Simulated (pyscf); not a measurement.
Optimised with ωB97X-D3(BJ)/def2-SVP in PySCF.

Task: PBE/def2-TZVP puts the barrier of `[CH3][CH3]` + `[CH3][O]` [doublet] → `[CH3][O][CH3]` + `[CH3]` [doublet] (substitution at C; doublet surface; C–C broken, C–O formed) at 1.76 eV and the reaction energy at +0.45 eV, from the separated reactants. What do PBE0-D3(BJ)/def2-TZVP, M06-2X/def2-TZVP, ωB97M-D3(BJ)/def2-TZVP give on the same structures?

Result: PBE0-D3(BJ): ΔE‡ = 2.06 eV, ΔE = +0.44 eV; M06-2X: ΔE‡ = 2.11 eV, ΔE = +0.29 eV; ωB97M-D3(BJ): ΔE‡ = 2.20 eV, ΔE = +0.42 eV. PBE's barrier lies under all of them, by 0.30 to 0.44 eV. Its reaction energy matches one of them and lies within 0.15 eV of the others. Low barriers are usual for a GGA, whose delocalisation error favours stretched bonds. The same reactants have a lower exit, to H₂C=O + H• + H₃C–CH₃ (no saddle counted: cutting one bond, which may have a small barrier of its own, costs +1.20 eV at ωB97M-D3(BJ), against +2.20 eV here). H₃C–O• lies 0.30 eV over its isomer •H₂C–OH, and others may lie lower still (electronic energy, ωB97M-D3(BJ)). H₃C–O–CH₃ lies 0.49 eV over its isomer H₃C–CH₂–OH, and others may lie lower still (electronic energy, ωB97M-D3(BJ)). One saddle was located; it need not be the lowest between these sides. The angle at the attacked C is 180°.
